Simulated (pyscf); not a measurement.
HO–Si(F)(F)–F + H₂O -> HO–Si(OH)(F)–F + HF (four-centre exchange; singlet surface; F–Si, H–O broken, O–Si, F–H formed). Optimised with ωB97X-D3(BJ)/def2-SVP in PySCF. Energies in eV from the separated reactants.

```json
[
 {"level": "PBE/def2-TZVP", "barrier": "0.79", "reaction energy": "+0.37"},
 {"level": "r²SCAN/def2-TZVP", "barrier": "0.80", "reaction energy": "+0.38"},
 {"level": "B3LYP-D3(BJ)/def2-TZVP", "barrier": "0.95", "reaction energy": "+0.36"},
 {"level": "PBE0-D3(BJ)/def2-TZVP", "barrier": "0.84", "reaction energy": "+0.33"},
 {"level": "M06-2X/def2-TZVP", "barrier": "0.87", "reaction energy": "+0.33"},
 {"level": "ωB97M-D3(BJ)/def2-TZVP", "barrier": "0.92", "reaction energy": "+0.35"}
]
```

The functionals in the table span 0.16 eV in this barrier, from PBE to B3LYP-D3(BJ). On the product side the descent ends in a bound adduct (not fully relaxed), 0.40 eV under the separated species and 0.98 eV under the saddle at ωB97X-D3(BJ)/def2-TZVP. One saddle was located; it need not be the lowest between these sides.
